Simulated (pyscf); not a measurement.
Structures and frequencies: ωB97X-D3(BJ)/def2-SVP in PySCF. MP2 and CC: frozen core, UHF for open shells. ΔMP2 is the change of the MP2 total energy from the triple- to the quadruple-zeta basis.

For the elementary gas-phase step PH₃ + HO–SiH₃ -> HO–PH₂ + SiH₄ (singlet surface; H–P, O–Si broken, O–P, H–Si formed), what barrier and reaction energy does CCSD(T)/def2-TZVPP + ΔMP2(QZVPP) give, measured from the separated reactants?

ΔE‡ = 2.67 eV, ΔE = +1.08 eV. Zero-point energy shifts the barrier by +0.06 eV. It is a four-centre exchange, with an imaginary mode of 560i cm⁻¹. This is the saddle that the search found; another between the same sides may lie lower. The CCSD(T) − MP2 part came from Ansatz, without density fitting, on the same reference.
